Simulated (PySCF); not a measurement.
Core-level binding energies of ethenimine

Species: ethenimine, C₂H₃N.
Geometry (PBE0-D3(BJ)/def2-SVP, Å), atoms numbered from 1 in this order:
```
atom  x, y, z in Å
C1    -0.9501   -0.1682   -0.0683
C2     0.3541   -0.0207   -0.1273
N3     1.5635    0.0710   -0.2866
H4    -1.3829   -1.0868    0.3330
H5    -1.6096    0.6306   -0.4119
H6     2.0882    0.4780    0.4918
```

Level of theory: delta-SCF UKS SCAN, pcX-2 on the ionised atom, pcseg-1 elsewhere, spin-free X2C (PySCF 2.14.0). Binding energies are ΔSCF values: E(core-ionised, relaxed orbitals) − E(ground state) at a fixed geometry, referred to the vacuum level.

**Question.** List the computed XPS lines with their assignment.

**Answer.** 
| atom(s) | environment | level | binding energy (eV) | above the level's lowest (eV) | count |
| --- | --- | --- | --- | --- | --- |
| C1 | outer carbon of cumulated double bonds | C 1s | 290.68 | 0.00 | 1 |
| C2 | central carbon of cumulated double bonds | C 1s | 292.64 | +1.96 | 1 |
| N3 | nitrogen bonded to C and H | N 1s | 405.71 | 0.00 | 1 |

Lowest listed C 1s: C1, bonded to C (double bond) and 2 H. Highest, 1.96 eV above it: C2, bonded to N (double bond) and C (double bond). Summing the Pauling electronegativity differences to the bonded atoms, each weighted by its formal bond order, gives -0.70 for the lowest site and +0.98 for the highest.

**Question.** Which photon energy gives electrons from C 1s of C1 a kinetic energy of 150 eV, and what is their de Broglie wavelength?

**Answer.** hν = 290.68 + 150 = 440.68 eV, recoil neglected; λ = 12.264 Å/√(E/eV) = 1.00 Å.

Spin contamination (⟨S²⟩ against 0.75 for a pure doublet) is marked for C 1s of C2 (0.91), which makes this value less certain. Isolated species at its PBE0-D3(BJ)/def2-SVP geometry, gas phase.
